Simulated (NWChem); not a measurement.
The numbers come from NWChem runs, not from measurements. System: AlF₃, charge 0, spin multiplicity 1, at the geometry of a parent with another charge or spin, in a state set for the comparison that need not be this species' ground state. Level: RHF/def2-TZVPD.

Output (cleaned and shortened):

```
             Northwest Computational Chemistry Package (NWChem) 7.3.0
             --------------------------------------------------------

                                NWChem Input Module
                                -------------------

 Scaling coordinates for geometry "geometry" by  1.889725989
 (inverse scale =  0.529177249)

 Turning off AUTOSYM since
 SYMMETRY directive was detected!

                             Geometry "geometry" -> ""
                             -------------------------

 Output coordinates in angstroms (scale by  1.889725989 to convert to a.u.)

  No.       Tag          Charge          X              Y              Z
 ---- ---------------- ---------- -------------- -------------- --------------
    1 Al                  13.0000     0.00000700     0.40510400     0.00000000
    2 F                    9.0000     0.80265400    -0.19505800     1.39025800
    3 F                    9.0000     0.80265400    -0.19505800    -1.39025800
    4 F                    9.0000    -1.60531800    -0.19503300     0.00000000

 Effective nuclear repulsion energy (a.u.)     154.6243142588

            Nuclear Dipole moment (a.u.)
            ----------------------------
        X                 Y               Z
 ---------------- ---------------- ----------------
     0.0000018897     0.0000207870     0.0000000000

      Symmetry information
      --------------------

 Group name             Cs
 Group number              2
 Group order               2
 No. of unique centers     3

      Symmetry unique atoms

     1    2    4


 Summary of "ao basis" -> "" (spherical)
 ------------------------------------------------------------------------------
       Tag                 Description            Shells   Functions and Types
 ---------------- ------------------------------  ------  ---------------------
 *                         def2-tzvpd                 on all atoms

 Summary of "ao basis" -> "ao basis" (spherical)
 ------------------------------------------------------------------------------
       Tag                 Description            Shells   Functions and Types
 ---------------- ------------------------------  ------  ---------------------
 Al                        def2-tzvpd               15       43   6s5p3d1f
 F                         def2-tzvpd               14       40   6s4p3d1f

                                 NWChem SCF Module
                                 -----------------
[...]
   130     -0.205230  4 F  px               133     -0.177484  4 F  px
   137      0.172172  4 F  py                51     -0.155924  2 F  py
    91     -0.155924  3 F  py                50     -0.150351  2 F  px
    90     -0.150351  3 F  px

 Vector   20  Occ=2.000000D+00  E=-6.082477D-01  Symmetry=a"
              MO Center= -1.6D-05, -1.8D-01,  3.2D-14, r^2= 3.0D+00
   Bfn.  Coefficient  Atom+Function         Bfn.  Coefficient  Atom+Function
  ----- ------------  ---------------      ----- ------------  ---------------
   132      0.285312  4 F  pz               135      0.250377  4 F  pz
    50      0.247087  2 F  px                90     -0.247087  3 F  px
    53      0.216832  2 F  px                93     -0.216832  3 F  px
   138      0.150421  4 F  pz

 Vector   21  Occ=0.000000D+00  E=-6.120368D-02  Symmetry=a'
              MO Center=  2.5D-05,  1.6D+00, -9.0D-15, r^2= 3.0D+00
   Bfn.  Coefficient  Atom+Function         Bfn.  Coefficient  Atom+Function
  ----- ------------  ---------------      ----- ------------  ---------------
    20      0.553005  1 Al py                 6      0.524903  1 Al s
     5     -0.354059  1 Al s                 17      0.296256  1 Al py
     4      0.261697  1 Al s                 49      0.169449  2 F  s
    89      0.169449  3 F  s                129      0.169452  4 F  s
     3     -0.164447  1 Al s

 Vector   22  Occ=0.000000D+00  E= 6.814121D-02  Symmetry=a'
              MO Center=  1.8D-04,  1.4D+00, -5.9D-16, r^2= 1.4D+01
   Bfn.  Coefficient  Atom+Function         Bfn.  Coefficient  Atom+Function
  ----- ------------  ---------------      ----- ------------  ---------------
     5      5.115297  1 Al s                  6     -3.317796  1 Al s
    49     -0.504692  2 F  s                 89     -0.504692  3 F  s
   129     -0.504761  4 F  s                139     -0.332378  4 F  px
    60     -0.294698  2 F  py               100     -0.294698  3 F  py
   140     -0.294763  4 F  py                61      0.287821  2 F  pz

 Vector   23  Occ=0.000000D+00  E= 6.923312D-02  Symmetry=a'
              MO Center=  2.2D-01,  1.9D+00,  4.5D-11, r^2= 9.1D+00
   Bfn.  Coefficient  Atom+Function         Bfn.  Coefficient  Atom+Function
  ----- ------------  ---------------      ----- ------------  ---------------
    32      1.225857  1 Al d -2             140      0.776576  4 F  py
   129      0.739726  4 F  s                 19      0.516727  1 Al px
    59      0.515311  2 F  px                99      0.515311  3 F  px
   139      0.484080  4 F  px                60     -0.388323  2 F  py
   100     -0.388323  3 F  py                49     -0.369918  2 F  s

 center of mass
 --------------
 x =  -0.00000003 y =  -0.00419827 z =   0.00000000

 moments of inertia (a.u.)
 ------------------
         285.816292636682           0.002317242573           0.000000000000
           0.002317242573         524.518605898643           0.000000000000
           0.000000000000           0.000000000000         285.810739936665

  Mulliken analysis of the total density
  --------------------------------------

    Atom       Charge   Shell Charges
 -----------   ------   -------------------------------------------------------
    1 Al  13    11.75   2.00  0.65  1.34  0.46  0.10 -0.00  2.92  2.28  0.82  0.63  0.04  0.30  0.06 -0.00  0.15
    2 F    9     9.42   0.77  1.20  0.59  1.00  0.35 -0.04  2.23  2.29  0.98  0.03  0.00  0.01  0.00  0.00
    3 F    9     9.42   0.77  1.20  0.59  1.00  0.35 -0.04  2.23  2.29  0.98  0.03  0.00  0.01  0.00  0.00
    4 F    9     9.42   0.77  1.20  0.59  1.00  0.35 -0.04  2.23  2.29  0.98  0.03  0.00  0.01  0.00  0.00

       Multipole analysis of the density wrt the origin
       ------------------------------------------------

     L   x y z        total         open         nuclear
     -   - - -        -----         ----         -------
     0   0 0 0     -0.000000      0.000000     40.000000

     1   1 0 0      0.000034      0.000000      0.000002
     1   0 1 0      2.082315      0.000000      0.000021
     1   0 0 1     -0.000000      0.000000      0.000000

     2   2 0 0    -23.437035      0.000000    124.237238
     2   1 1 0      0.000114      0.000000     -0.001096
     2   1 0 1     -0.000000      0.000000      0.000000
     2   0 2 0    -13.706129      0.000000     11.286771
     2   0 1 1     -0.000000      0.000000      0.000000
     2   0 0 2    -23.437180      0.000000    124.239868

 Task  times  cpu:       14.0s     wall:       14.0s

 Total times  cpu:       14.0s     wall:       14.0s
```

Q: Write an NWChem input that would produce this output.

A: Several could match; the one computed here: 
```
start mol
memory heap 200 mb stack 800 mb global 1000 mb
geometry units angstroms nocenter noautoz
  Al     0.000007     0.405104     0.000000
  F      0.802654    -0.195058     1.390258
  F      0.802654    -0.195058    -1.390258
  F     -1.605318    -0.195033     0.000000
  symmetry group Cs
end
basis spherical
  * library def2-tzvpd
end
scf
  rhf
  nopen 0
  maxiter 100
  thresh 1e-7
  semidirect memsize 60000000 filesize 0
end
task scf energy
```
